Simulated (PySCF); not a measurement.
PySCF job for hydrogen fluoride (FH), SMILES F, B3LYP-D3(BJ)/def2-TZVPD. The structure is a stationary point at B3LYP-D3(BJ)/def2-TZVPD.

```python
import numpy as np
from pyscf import gto, scf, dft, df
from pyscf.hessian import thermo

mol = gto.M(
    atom='''
    F     0.00000000    0.00000000   -0.09254180
    H     0.00000000    0.00000000    0.83287620
    ''',
    basis='def2-TZVPD',
    charge=0,
    spin=0,
    max_memory=1600,
    verbose=3,
)
mf = dft.RKS(mol, xc='b3lyp').density_fit(auxbasis='def2-universal-jkfit')
mf.disp = 'd3bj'
mf.grids.level = 3
mf.conv_tol = 1e-11
mf.max_cycle = 100
mf.kernel()

# [left out here: the lines that compute and print the analytic Hessian (its translational invariance restored by hand, since the grid's response is missing), thermochemistry and intensities]
```

It prints:

```
converged SCF energy = -100.493914982115

WARN: DFTD3 does not support analytical Hessian, using finite difference


WARN: Mole.unit (angstrom) is changed to Bohr

Mode                                 0
Irrep
Freq [cm^-1]                     4067.9129
Reduced mass [au]                   1.0585
Force const [Dyne/A]               10.3201
Char temp [K]                    5852.8209
Normal mode                   x     y     z
       0   F                 0.00  0.00 -0.05
       1   H                -0.00  0.00  0.97
temperature 298.1500 [K]
pressure 101325.00 [Pa]
Rotational constants [GHz] inf 616.49946 616.49946
Symmetry number 1
Zero-point energy (ZPE) 0.00927 [Eh]   24331.522 [J/mol]
                           tot       elec      trans        rot        vib
Entropy [J/mol/K]       173.635      0.000    146.112     27.523      0.000
Cv [J/mol/K]             20.786      0.000     12.472      8.314      0.000
Cp [J/mol/K]             29.101      0.000     20.786      8.314      0.000
Internal energy [J/mol]                      3718.434   2478.956  24331.522
Internal energy [Eh]   -100.48229  -100.49391
Enthalpy [J/mol]                             6197.391   2478.956  24331.522
Enthalpy [Eh]          -100.48134
Gibbs free energy [J/mol]                  -37365.800  -5727.011  24331.522
Gibbs free energy [Eh] -100.50106
static polarisability / bohr^3: [[ 5.344 -0.     0.   ]
 [-0.     5.344  0.   ]
 [ 0.    -0.     6.587]]
largest difference of analytic and finite-field dipole derivatives / e: 1.29334830686334e-05
mode   freq/cm-1   IR/(km/mol)   Raman/(A^4/amu)   depolarisation
   1     4067.91       109.962            39.874            0.139
max |gradient| / (hartree/bohr): 2.426510781106046e-06
APT charges: [-0.381  0.381]
```

Self-consistency was reached.
